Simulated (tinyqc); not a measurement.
Worked calculation: MP2 on RHF in the sto-3g basis, frozen core, for H2F+, spin multiplicity 1. One step of it, computed by the program tinyqc.

Question. Second-order Moller-Plesset energy. E2 = sum_ijab (ia|jb) [2 (ia|jb) - (ib|ja)] / (e_i + e_j - e_a - e_b) over occupied i, j and virtual a, b; the opposite-spin part is (ia|jb)^2 / denominator, the rest is same-spin, and SCS-MP2 scales them by 6/5 and 1/3.

orbital energies (hartree): MO1 -26.607877, MO2 -2.016703, MO3 -1.120260, MO4 -1.054894, MO5 -1.020158, MO6 -0.057662, MO7 0.054145

Two-electron integrals over orbitals (pq|rs), unique and non-zero (hartree); the lowest 1 orbital is frozen and left out:
```
(22|22) 0.860646    (32|22) 0.000763    (32|32) 0.155714    (33|22) 0.757610
(33|32) -0.001861   (33|33) 0.731850    (42|22) -0.004814   (42|32) 0.000412
(42|33) -0.010106   (42|42) 0.156877    (43|22) 0.002632    (43|32) 0.005052
(43|33) 0.003898    (43|42) -0.004332   (43|43) 0.050452    (44|22) 0.798060
(44|32) -0.005136   (44|33) 0.700881    (44|42) -0.087093   (44|43) 0.003227
(44|44) 0.849074    (52|52) 0.182368    (53|52) -0.002714   (53|53) 0.038502
(54|52) -0.035802   (54|53) 0.000931    (54|54) 0.052669    (55|22) 0.881719
(55|32) -0.003836   (55|33) 0.746887    (55|42) -0.057082   (55|43) 0.004008
(55|44) 0.814482    (55|55) 0.997514    (62|22) -0.140437   (62|32) 0.005778
(62|33) -0.090364   (62|42) -0.046950   (62|43) -0.001847   (62|44) -0.085801
(62|55) -0.141401   (62|62) 0.076826    (63|22) 0.017157    (63|32) 0.016666
(63|33) 0.016191    (63|42) -0.005407   (63|43) 0.016929    (63|44) 0.012185
(63|55) 0.018730    (63|62) -0.007137   (63|63) 0.061379    (64|22) -0.160260
(64|32) -0.004782   (64|33) -0.099937   (64|42) 0.026291    (64|43) -0.003806
(64|44) -0.164899   (64|55) -0.169450   (64|62) 0.059383    (64|63) -0.014662
(64|64) 0.094399    (65|52) -0.047907   (65|53) 0.002546    (65|54) -0.010470
(65|65) 0.025284    (66|22) 0.575620    (66|32) -0.014810   (66|33) 0.551561
(66|42) 0.065416    (66|43) -0.011741   (66|44) 0.543435    (66|55) 0.551016
(66|62) -0.058477   (66|63) -0.014651   (66|64) -0.029208   (66|66) 0.553854
(72|22) -0.018020   (72|32) -0.065575   (72|33) -0.008092   (72|42) -0.001207
(72|43) 0.024493    (72|44) -0.013613   (72|55) -0.017911   (72|62) 0.003522
(72|63) 0.024972    (72|64) 0.007178    (72|66) -0.008874   (72|72) 0.054867
(73|22) -0.206749   (73|32) 0.008636    (73|33) -0.165103   (73|42) 0.062519
(73|43) 0.000138    (73|44) -0.187435   (73|55) -0.229980   (73|62) 0.064006
(73|63) -0.004933   (73|64) 0.098747    (73|66) -0.022439   (73|72) 0.010609
(73|73) 0.162440    (74|22) -0.005891   (74|32) 0.057662    (74|33) -0.003045
(74|42) -0.003015   (74|43) -0.003030   (74|44) -0.007666   (74|55) -0.006469
(74|62) 0.004807    (74|63) 0.043405    (74|64) -0.002525   (74|66) -0.016476
(74|72) -0.009098   (74|73) 0.010038    (74|74) 0.053436    (75|52) -0.006023
(75|53) -0.024964   (75|54) 0.000210    (75|65) 0.001020    (75|75) 0.018787
(76|22) 0.002474    (76|32) 0.082668    (76|33) 0.001588    (76|42) 0.002339
(76|43) 0.050751    (76|44) -0.004855   (76|55) 0.000362    (76|62) -0.003170
(76|63) 0.072374    (76|64) -0.012078   (76|66) -0.030568   (76|72) 0.008778
(76|73) 0.012776    (76|74) 0.063768    (76|76) 0.147762    (77|22) 0.595381
(77|32) 0.019515    (77|33) 0.598604    (77|42) 0.012727    (77|43) 0.009825
(77|44) 0.569141    (77|55) 0.580024    (77|62) -0.040791   (77|63) 0.020506
(77|64) -0.030095   (77|66) 0.530185    (77|72) -0.003601   (77|73) -0.051993
(77|74) 0.013811    (77|76) 0.029700    (77|77) 0.572617
```

Hartree-Fock energy = -98.84223646 hartree

Give: Terms; Pair energies; MP2 correlation energy; SCS-MP2 correlation energy; MP2 total energy.

Answer.

Terms:
```
i  j  a  b    (ia|jb)    (ib|ja)  denominator       term
3  3  7  7      0.162      0.162       -2.349     -0.011
3  4  7  6      0.099      0.043       -2.172     -0.007
4  3  6  7      0.099      0.043       -2.172     -0.007
4  4  6  6      0.094      0.094       -1.994  -4.47e-03
3  2  7  6      0.064      0.025       -3.133  -2.10e-03
2  3  6  7      0.064      0.025       -3.133  -2.10e-03
3  3  6  6      0.061      0.061       -2.125  -1.77e-03
2  2  6  6      0.077      0.077       -3.918  -1.51e-03
4  4  7  7      0.053      0.053       -2.218  -1.29e-03
2  4  6  6      0.059      0.059       -2.956  -1.19e-03
4  2  6  6      0.059      0.059       -2.956  -1.19e-03
2  2  7  7      0.055      0.055       -4.142  -7.27e-04
5  5  6  6      0.025      0.025       -1.925  -3.32e-04
3  4  6  7      0.043      0.099       -2.172   2.39e-04
4  3  7  6      0.043      0.099       -2.172   2.39e-04
5  5  7  7      0.019      0.019       -2.149  -1.64e-04
3  2  6  7      0.025      0.064       -3.133   1.12e-04
2  3  7  6      0.025      0.064       -3.133   1.12e-04
4  3  6  6     -0.015     -0.015       -2.060  -1.04e-04
3  4  6  6     -0.015     -0.015       -2.060  -1.04e-04
4  3  7  7      0.010      0.010       -2.283  -4.41e-05
3  4  7  7      0.010      0.010       -2.283  -4.41e-05
2  3  7  7      0.011      0.011       -3.245  -3.47e-05
3  2  7  7      0.011      0.011       -3.245  -3.47e-05
2  4  7  7     -0.009     -0.009       -3.180  -2.60e-05
4  2  7  7     -0.009     -0.009       -3.180  -2.60e-05
2  4  7  6      0.007   4.81e-03       -3.068  -2.23e-05
4  2  6  7      0.007   4.81e-03       -3.068  -2.23e-05
2  3  6  6     -0.007     -0.007       -3.022  -1.69e-05
3  2  6  6     -0.007     -0.007       -3.022  -1.69e-05
3  3  7  6  -4.93e-03  -4.93e-03       -2.237  -1.09e-05
3  3  6  7  -4.93e-03  -4.93e-03       -2.237  -1.09e-05
4  2  7  6   4.81e-03      0.007       -3.068  -3.82e-06
2  4  6  7   4.81e-03      0.007       -3.068  -3.82e-06
2  2  6  7   3.52e-03   3.52e-03       -4.030  -3.08e-06
2  2  7  6   3.52e-03   3.52e-03       -4.030  -3.08e-06
4  4  6  7  -2.52e-03  -2.52e-03       -2.106  -3.03e-06
4  4  7  6  -2.52e-03  -2.52e-03       -2.106  -3.03e-06
5  5  6  7   1.02e-03   1.02e-03       -2.037  -5.11e-07
5  5  7  6   1.02e-03   1.02e-03       -2.037  -5.11e-07
```

Pair energies (hartree; pair i-j sums ij and ji):
```
pair  opposite spin  same spin
2-2       -2.24e-03          0
3-2       -3.12e-03  -9.73e-04
3-3          -0.013          0
4-2       -2.49e-03  -3.67e-06
4-3          -0.011  -2.82e-03
4-4          -0.006          0
5-5       -4.97e-04          0
```

MP2 correlation energy = -0.04194 hartree

SCS-MP2 correlation energy = -0.04704 hartree

MP2 total energy = -98.88417 hartree
